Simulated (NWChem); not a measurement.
System: carbonyl sulfide (COS); SMILES S=C=O

Program: NWChem. Pople sets run with spherical d functions. Geometry: optimised at PBE0/def2-SVP. Total energies compare along this basis series because the functional is fixed.

```tsv
level	basis functions	energy (Ha)	highest occupied level (eV)	orbital gap (eV)	dipole (D)
Hartree-Fock/STO-3G	19	-504.4028	-7.51	15.20	0.06
Hartree-Fock/3-21G	31	-507.6641	-11.35	14.63	0.06
Hartree-Fock/6-31G*	46	-510.2576	-11.39	14.72	0.45
Hartree-Fock/6-31+G*	58	-510.2611	-11.48	13.06	0.64
Hartree-Fock/6-311G**	62	-510.3103	-11.43	14.55	0.56
Hartree-Fock/6-311++G**	74	-510.3149	-11.48	13.01	0.72
```
